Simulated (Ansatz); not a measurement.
Two shapes of doublet H2O(+).

Shape 1:

```xyz
3

O    -0.0126   -0.1014   -0.0623
H    -0.4262    0.1437    0.7718
H     0.5272    0.6673   -0.2733
```

Shape 2:

```xyz
3

O    -0.0648    0.0168   -0.0612
H     0.1658   -0.7867    0.4612
H     0.3368    0.8271    0.3309
```

Basis set: def2-SVP (spherical functions). Frozen core: 1 orbital. Charge 1, multiplicity 2.

Computed with Ansatz (development build ahead of 0.2.0); each method stands on the lowest determinant of its kind that the runs found.

Which shape is lower in energy, and by how much in each method?

```json
{"method": "UHF", "E(2) − E(1) (eV)": "-0.071"}
{"method": "UHF-MP2", "E(2) − E(1) (eV)": "-0.086"}
```

Shape 2 is lower.
